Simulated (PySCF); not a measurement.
# A diatomic session: Si2

An exercise on one series of results from a longer session: the logs are not shown, and one member is left open.

Method: Si def2-TZVPP, no relativity; program: PySCF 2.14.0.

Set-up of the first run:

A driver script around PySCF takes these settings:

```yaml
atoms: Si, Si
charge: 0
basis: Si def2-TZVPP
Hamiltonian: no relativity
basis_functions: 84
electrons_treated: 28
masses_in_u: 27.9769, 27.9769
levels: PBE0, PBE, r²SCAN, B2PLYP, TPSSh, BP86, LDA, ωB97X-V, HF, MP2, SCS-MP2, CCSD, CCSD(T)
grid: 80 radial by 434 angular points
occupations: held fixed by the projection of orbital angular momentum
dissociation_limit: Si + Si, each in its ground configuration
starting_distance_in_angstrom: 2.230
values_of_2S_to_try: 0, 2, 4
```

Run with:

```
> OMP_NUM_THREADS=1 python dia.py task.json out
```

Among the steps run: Input; The PBE0 curve of the state that the search chose; Other states along the same grid; PBE (GGA); r²SCAN; B2PLYP; TPSSh (hybrid meta-GGA); BP86 (GGA); LDA; ωB97X-V; UHF; Correlated methods on the Hartree–Fock reference.

One of the session's tables, all rows but one given; the rest of the session is left out.

It belongs to the step «Constants by level of theory». 

| level | Re (Å) | ωe (cm⁻¹) | De (eV) |
| --- | --- | --- | --- |
| UHF | 2.218 | 575 | 1.81 |
| UHF-MP2 | 2.252 | 521 | 3.04 |
| UHF-SCS-MP2 | 2.243 | 534 | 2.89 |
| UHF-CCSD | 2.247 | 530 | 2.90 |
| UHF-CCSD(T) | 2.261 | 511 | 3.07 |
| LDA | 2.269 | 491 | 4.04 |
| PBE | 2.287 | 483 | 3.53 |
| BP86 | 2.289 | 479 | 3.52 |
| r²SCAN | 2.262 | 509 | 3.38 |
| TPSSh | 2.263 | 509 | 3.33 |
| PBE0 | ? | ? | ? |
| ωB97X-V | 2.227 | 556 | 3.25 |
| B2PLYP | 2.261 | 505 | 3.17 |

Estimate the missing values for PBE0.

The run gave: Re (Å): 2.255; ωe (cm⁻¹): 519; De (eV): 3.34. In the column «Re (Å)» it lies between UHF-MP2 (2.252) and UHF-CCSD(T) (2.261).
